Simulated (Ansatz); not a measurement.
We consider fcc Rh, described by r²SCAN-D4 (PAW; Ansatz, a first-principles code).

Settings: plane-wave cutoff 560 eV, 24×24×24 k mesh, Fermi–Dirac smearing 0.05 eV, no spin polarisation, scalar-relativistic PAW data made under PBE.

Computed at the level's own relaxed cell.

**Question.** What does this level give for the equilibrium volume per atom, bulk modulus B0, lattice constant a and pressure derivative B′ of the bulk modulus?

**Answer.** 
equilibrium volume per atom: 13.59 Å³/atom
bulk modulus B0: 291 GPa
lattice constant a: 3.788 Å
pressure derivative B′ of the bulk modulus: 5.2

The run finds no gap.

Measured, for comparison: equilibrium volume per atom 13.65 Å³/atom, lattice constant a 3.794 Å (static lattice: zero-point anharmonic expansion removed; as tabulated in Mejia-Rodriguez and Trickey (2018), arXiv:1807.09216); bulk modulus 271 GPa (corrected for temperature and zero-point phonon effects, our sources range from 271 to 289; as tabulated in Levämäki et al. (2014), arXiv:1402.3671). Computed (rounded) less measured: equilibrium volume per atom -0.4 %, bulk modulus +7 % (+0.7 % to +7 % over the range), lattice constant a -0.2 %.

Computed values are for the static lattice.

The result took around 100 core-seconds (rough).
